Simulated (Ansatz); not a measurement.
Calculation: Ansatz (an electronic-structure program) with frozen-core CCSD(T)/cc-pVTZ // PBE0-D3(BJ)/def2-SVP. The geometry is that of the parent before the electron was removed.

Ansatz 0.2 input:
```yaml
crystal:
  periodic: [false, false, false]
  atoms:
    - { symbol: S, position_ang: [-0.023511, 0.623641, -0.000001] }
    - { symbol: H, position_ang: [-0.958566, -0.348401, 0.000004] }
    - { symbol: H, position_ang: [0.982077, -0.27524, -0.000003] }
basis:
  gaussian: { orbitals: cc-pVTZ }
correlation:
  method: ccsd_t
total_charge: 1
magnetization:
  spin_polarized: true
  initial_magnetization: 1
```

Output:

```
Functional definition: HF
340 factors; integrals over basis functions are off by at most 8.3e-4 eV
mean field evaluation 1: about -10839.6965 eV, gradient 9.0e0 eV
mean field evaluation 2: about -10839.6996 eV, gradient 9.0e0 eV
mean field evaluation 4: about -10840.3080 eV, gradient 1.1e0 eV
mean field evaluation 8: about -10840.3239 eV, gradient 1.4e-3 eV
mean field evaluation 16: about -10840.3239 eV, gradient 2.1e-6 eV
mean field evaluation 32: about -10837.1742 eV, gradient 4.7e-1 eV
mean field -10840.32387285 eV, -398.3745544919 hartree, gradient 2.1e-6 eV, S^2 0.765355; 1 other end points of the search recorded, 0 dependent functions left out
determinant -10840.32387285 eV, -398.3745544919 hartree, with singles and doubles -10845.18526408 eV, -398.5532073245 hartree
determinant -10837.17912383 eV, -398.2589870968 hartree, with singles and doubles -10842.14876386 eV, -398.4416179993 hartree
5 core orbitals not correlated
reference -10840.32387285 eV, -398.3745544919 hartree; 4, 3 occupied and 53, 54 virtual orbitals, 340 factors
second order -4.07245820 eV of doubles, -0.00000000 eV of singles
cycle   1  -4.79410809 eV  change   -2.9e-1 eV  update   1.4e-2
cycle   2  -4.80174426 eV  change   -7.6e-3 eV  update   3.0e-3
cycle   3  -4.80301150 eV  change   -1.3e-3 eV  update   9.3e-4
cycle   4  -4.80336952 eV  change   -3.6e-4 eV  update   2.8e-4
cycle   5  -4.80342174 eV  change   -5.2e-5 eV  update   8.9e-5
cycle   6  -4.80345090 eV  change   -2.9e-5 eV  update   2.3e-5
cycle   7  -4.80346117 eV  change   -1.0e-5 eV  update   6.9e-6
cycle   8  -4.80346197 eV  change   -8.1e-7 eV  update   1.9e-6
perturbative correction -0.15426731 eV, -0.0056692192 hartree
Total energy: -10845.28160214 eV, -398.5567476827 hartree
```

Cost: very roughly 2.5 core-seconds.
